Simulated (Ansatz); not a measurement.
`[CH2]C=O` radical. The species carries charge 0 and has multiplicity 2. All single points use the PBE0-D4/def2-TZVP geometry.

```xyz
6

C    -0.200   -0.691   -0.076
C     0.196    0.667    0.054
O     0.197    1.263    1.126
H    -0.518   -1.236    0.805
H    -0.189   -1.188   -1.038
H     0.513    1.184   -0.871
```

Problem. What is the dipole moment at r2SCAN/def2-TZVPP? (An estimate is asked.)

Solution. Computed: 2.86 D, with components (-0.26, -1.97, -2.05) D in this frame, pointing from negative to positive charge.

Problem. And with PBE, B3LYP, ωB97M-V? (Estimate.)

Solution. Ansatz gave: PBE 2.79 D, B3LYP 2.94 D, ωB97M-V 2.98 D.

Problem. Give the Mulliken charges with r2SCAN, PBE, B3LYP in def2-TZVPP. (Best estimate.)

Solution. The calculation gave: 
```tsv
atom	r2SCAN	PBE	B3LYP
C1	-0.11	-0.10	-0.14
C2	0.17	0.07	0.10
O3	-0.31	-0.24	-0.28
H4	0.11	0.11	0.13
H5	0.10	0.11	0.13
H6	0.04	0.05	0.07
```

B3LYP here is the variant with VWN-RPA as its local correlation; programs differ in this.
